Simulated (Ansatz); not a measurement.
## [Cl···H···SiH], doublet: reading a ladder of total energies

Geometry: a point of a hydrogen-transfer path between rigid fragments, not a stationary point.

```tsv
atom	x (Å)	y (Å)	z (Å)
Cl	-1.5683	0.0227	0.0000
H	-0.1823	0.0227	0.0000
Si	1.9037	0.0227	0.0000
H	2.3001	-1.4568	0.0000
```

Basis cc-pVTZ; Ansatz 0.2.0. Only valence electrons are correlated (noble-gas cores frozen), which leaves 13 electrons in 86 orbitals. R marks a restricted (for open shells ROHF) determinant, U an unrestricted one.

Full CI isn't at hand for all of this; UCCSDT(Q) serves as the reference, and is uncertain by about the last step of the cluster series.

Runs differ by some tens of microhartree through their thresholds and, for an open shell, their frozen cores, so steps under 0.03 kcal/mol mean nothing.

```
    level  total energy (hartree)
      UHF             -749.532724
     UMP2             -749.825775
    UCCSD             -749.867502
 UCCSD(T)             -749.879839
   UCCSDT             -749.881153
UCCSDT(Q)             -749.881712
```

**Question.** What is the correlation energy at UCCSDT(Q), and what share of it do UMP2 and UCCSDT recover?

**Answer.** E(corr) = -749.881712 − (-749.532724) = -0.348988 hartree = -9.496 eV. UMP2: -0.293051 / -0.348988 = 83.97 %. UCCSDT: -0.348429 / -0.348988 = 99.84 %.

**Question.** By how many kcal/mol does UCCSD(T) miss UCCSDT(Q) (1 hartree = 627.509 kcal/mol), and which steps make up the rest?

**Answer.** -749.879839 − (-749.881712) = 0.001873 hartree = 1.18 kcal/mol. Steps: UCCSDT − UCCSD(T) = -0.82, UCCSDT(Q) − UCCSDT = -0.35 kcal/mol. Differences between like states or geometries often cancel part of this.
